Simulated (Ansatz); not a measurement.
# BH₂ (doublet): wave-function methods side by side at a displaced geometry (v1), cc-pVTZ

The task here is to estimate one member of a computed series from the others.

Computed with Ansatz 0.2.0, Gaussian basis. Level: cc-pVTZ, core rule «outside noble gas», up to 1 orbitals frozen.

To be run: UHF; CCSD(T) on ROHF; CCSD(T) on UHF; BCCD(T) on ROHF; CISD; CCSDT(Q) on ROHF; CCSDT(Q) on UHF.

24 further runs of the same task are left out: 5 for a known fault of the program, 8 that didn't finish, 11 set aside as unsound or not needed.

### The geometry

The geometry is a PBE0/def2-TZVP stationary point (not a proven minimum) with its atoms shifted at random (size 0.040 Å).

3 atoms, charge 0, spin multiplicity 2.

Atoms are counted from 1 here; the program's logs count them from 0.

Bond lengths: B1–H2 1.195 Å, B1–H3 1.164 Å. Angles: H2–B1–H3 127.2°.

The first run:

Contents of in.yaml:

```yaml
crystal:
  periodic: [false, false, false]
  atoms:
    - {symbol: B, position_ang: [-0.003638, -0.082130, 0.005101]}
    - {symbol: H, position_ang: [-0.004471, 0.410801, -1.083060]}
    - {symbol: H, position_ang: [0.043493, 0.470111, 1.028343]}
basis:
  gaussian: {orbitals: cc-pVTZ}
magnetization: {spin_polarized: true, initial_magnetization: 1}
hamiltonian: {xc: hf}
output: {orbitals: {seedname: orbitals}}
```

Run with:

```sh
$ ansatz run in.yaml --threads 1 --pin off --events-out ev --progress --plain --max-ram 2393MiB
```

Among the steps run: UHF; CCSD(T) on ROHF; CCSD(T) on UHF; BCCD(T) on ROHF; CISD; CCSDT(Q) on ROHF; CCSDT(Q) on UHF.

One table of the session follows, with a row left open; its other results are not shown here.

It belongs to the step «Misses and costs». 

| method | from UCCSDT(Q) (kJ/mol) |
| --- | --- |
| ROHF | +274.2 |
| UHF | +270.6 |
| RMP2 | ? |
| UMP2 | +54.4 |
| CISD | +11.5 |
| RCCSD | +6.4 |
| UCCSD | +6.3 |
| RCCSD(T) | +1.2 |
| UCCSD(T) | +1.2 |
| BCCD(T) | +1.2 |
| RCCSDT | +0.1 |
| UCCSDT | +0.1 |
| RCCSDT(Q) | 0.0 |
| UCCSDT(Q) | 0 |

Q: Estimate the row for RMP2 from the others.

The run gave: from UCCSDT(Q) (kJ/mol): +54.6. In the column «from UCCSDT(Q) (kJ/mol)» it lies between UMP2 (+54.4) and UHF (+270.6).

To keep in mind: Restricted and unrestricted rows rest on different reference determinants; where their highest levels disagree by more than a few hundredths of an eV, they describe different states and don't form one ladder.
